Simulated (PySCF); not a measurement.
fluoroborane Ion: 4 charge schemes on one density

Compound: fluoroborane Ion, BFH (charge +1).
Atom-mapped SMILES: `[BH+:1][F:2]` (hydrogens: H3 on B1)

Density: PBE0/pcSseg-2 (PySCF); schemes: Mulliken, IAO, Hirshfeld and ESP-fitted. Isolated species at its PBE0-D3(BJ)/def2-TZVP geometry, gas phase.

**Question.** For which atoms does the sign change between the 4 schemes (beyond +0.03 e in one, beyond −0.03 e in another)?

**Answer.** F2. Atomic charges aren't observables, and each scheme defines them in its own way.

**Question.** Do the Mulliken, IAO, Hirshfeld and ESP-fitted schemes agree on where the charge is highest?

**Answer.** All schemes agree: Mulliken B1 (+0.819); IAO B1 (+0.903); Hirshfeld B1 (+0.761); ESP-fitted B1 (+0.833).

**Question.** Give the atomic charges in each scheme.

**Answer.** In e:

```csv
atom,environment,Mulliken,IAO,Hirshfeld,ESP-fitted
B1,boron bonded to F and H,+0.819,+0.903,+0.761,+0.833
F2,fluorine bonded to B,0.000,-0.077,+0.096,+0.045
H3,B–H hydrogen,+0.182,+0.174,+0.143,+0.123
```

Mean size of the charges over all atoms: IAO 0.385 e, Mulliken 0.334 e, Hirshfeld 0.333 e, ESP-fitted 0.333 e. Each set sums to the total charge, 1, to within 0.001 e. The IAO scheme counts the electrons in orthogonalised intrinsic atomic orbitals, a minimal basis polarised so that it spans the occupied orbitals exactly.

**Question.** How many electrons does the Hirshfeld scheme count on F2?

**Answer.** Z − q = 9 − (+0.096) = 8.904.
